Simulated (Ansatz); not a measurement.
Two structures of CH$_{6}$BN, closed shell, reached by relaxing down either side of one saddle point (PBE0-D4/def2-TZVP). Energies are electronic, without zero-point energy. Computed with Ansatz 0.2.0 (basis: def2-TZVPP and def2-QZVPP); correlated methods freeze the cores. Extrapolation: Hartree–Fock as exp(−7.88 √X), correlation as X^−2.97. First:

```xyz
9
angstrom
B -0.4761 0.0658 -0.3364
C 0.2993 0.7901 0.8185
N -0.0424 -1.1442 -0.8694
H 0.7842 -1.6212 -0.5493
H -1.4788 0.5386 -0.8018
H 1.1952 0.2626 1.1588
H 0.5984 1.7960 0.5047
H -0.3556 0.9365 1.6842
H -0.5243 -1.6243 -1.6094
```

Second:

B1  (-1.358, -0.413, -1.400)
C2  (0.898, 0.724, 1.254)
N3  (-0.847, -1.475, -1.761)
H4  (0.946, -0.174, 0.638)
H5  (-1.845, 0.596, -1.057)
H6  (1.740, 0.739, 1.946)
H7  (0.939, 1.606, 0.615)
H8  (-0.034, 0.727, 1.819)
H9  (-0.440, -2.330, -2.054)
(Å)

Problem. Which bonds change from the first to the second?

Solution. CH₆BN ([CH3][BH][NH2]) → BNH₂ ([BH][NH]) + CH₄; bonds formed: C2–H4; bonds broken: B1–C2, N3–H4.

Problem. Give the saddle point's structure and its height above each. (To be estimated.)

Solution. The calculation gives: 340.9 kJ/mol above the first and 208.2 kJ/mol above the second (CCSD(T) at an estimated basis limit (MP2 extrapolated from triple and quadruple zeta, plus CCSD(T) − MP2 in triple zeta)).
```tsv
atom	x (Å)	y (Å)	z (Å)
B1	-0.6257	-0.0681	-0.5555
C2	0.4271	0.5740	0.7641
N3	-0.0975	-1.2251	-0.9727
H4	0.5451	-0.5151	0.0647
H5	-1.5287	0.6974	-0.7269
H6	1.3470	0.1631	1.2084
H7	0.6864	1.5460	0.3478
H8	-0.3014	0.6550	1.5691
H9	-0.4524	-1.8273	-1.6991
```

No T1 diagnostic of these runs exceeds 0.015.

Labels in which every atom is bracketed show which atoms are joined, not bond orders.

For scale, one of the runs: CCSD(T)/def2-TZVPP, 177 basis functions, launched by `ansatz run in.yaml --threads 2 --pin off --events-out ev --progress --plain --max-ram 4352MiB`. Time: 16 s of wall clock on 2 CPU threads of an Intel Xeon Platinum 8488C; the host was shared. Peak host memory: 1.7 GiB.
